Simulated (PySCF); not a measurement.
Gas-phase reaction: 2 B + BH3 + 3 HF = 3 BH2F

Energies from PySCF (xtb for GFN2), thermal terms from the rigid-rotor harmonic-oscillator model, ideal gas at 1 bar. † marks an energy on the PBE0/def2-TZVP geometry and frequencies; other levels use their own. MP2 and CCSD(T) freeze the core. 6-31G* has spherical d functions here. Open shells (unrestricted): B (multiplicity 2, electronic degeneracy 6); the rest are closed-shell singlets. GFN2 has no spin-polarisation term. Spin-orbit splitting is ignored; it lowers the true energy and changes the entropy of B. BH2F: computed as isolated molecules; such fragments, hydroxides, amides, oligomers or adducts are transient or little studied in the gas. MP2 isn't extrapolated to the basis-set limit; its ΔH°(298 K) is -1452.0 kJ in def2-SVP and -1379.5 kJ in def2-TZVPP. CCSD(T) isn't extrapolated to the basis-set limit; its ΔH°(298 K) is -1392.8 kJ in def2-SVP and -1324.9 kJ in def2-TZVPP. The harmonic model lacks anharmonicity and excited electronic states, which grow with temperature; levels with a mode under 35 cm⁻¹ are left out.

| level | ΔE electronic, kJ | ΔH°(298 K), kJ | ΔS°(298 K), J/K | ΔG°(600 K), kJ |
|---|---|---|---|---|
| CCSD(T)/def2-TZVPP† | -1341 | -1325 | -349 | -1111 |
| GFN2-xTB | -1999 | -1981 | -348 | -1767 |
| HF/6-31G* | -1376 | -1355 | -349 | -1140 |
| HF/def2-TZVP† | -1270 | -1254 | -349 | -1040 |
| M06-2X/def2-TZVP† | -1438 | -1422 | -349 | -1208 |
| MP2/def2-SVP† | -1468 | -1452 | -349 | -1238 |
| PBE/def2-SVP | -1550 | -1532 | -349 | -1318 |
| PBE/def2-TZVP† | -1439 | -1423 | -349 | -1209 |
| PBE0/def2-TZVP | -1428 | -1412 | -349 | -1198 |
| ωB97M-V/def2-TZVP† | -1425 | -1409 | -349 | -1195 |
| ωB97X-V/def2-TZVP† | -1425 | -1408 | -349 | -1194 |
ΔH° is lowest at GFN2-xTB and highest at HF/def2-TZVP†. No reference value is set beside these.
